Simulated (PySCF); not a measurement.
Molecule: SMILES [O+]#CCC(F)F, [C₃H₃F₂O]+.

Numbering as in the mapped SMILES `[O+:1]#[C:2][CH2:3][CH:4]([F:5])[F:6]`. Each H is labelled by its parent atom.

Geometry PBE0-D3(BJ)/def2-SVP throughout; GIAO in PySCF 2.14, gas phase, one conformer, non-relativistic; equivalent atoms averaged; functional PBE0.

For orientation, def2-TZVP gives these shifts δ (against H2O, TMS, CFCl3 at the same level): O1 362.8, C2 156.3, C4 113.3, C3 22.5, F5/F6 -96.2, H(C4) 6.74, H(C3) 4.37 ppm.

A run gave: O1 354.9, C2 155.1, C4 110.5, C3 21.5, F5/F6 -101.9, H(C4) 6.77, H(C3) 4.42 ppm (shifts δ (against H2O, TMS, CFCl3 at the same level)).

Which basis set was used in that run?
A. 6-311+G(2d,p)
B. pcSseg-1
C. def2-SVP
D. pcSseg-2

Results:

A. O1 tells them apart best: 6-311+G(2d,p) gives 354.9, pcSseg-1 gives 373.5, def2-SVP gives 343.1, pcSseg-2 gives 367.4 ppm.
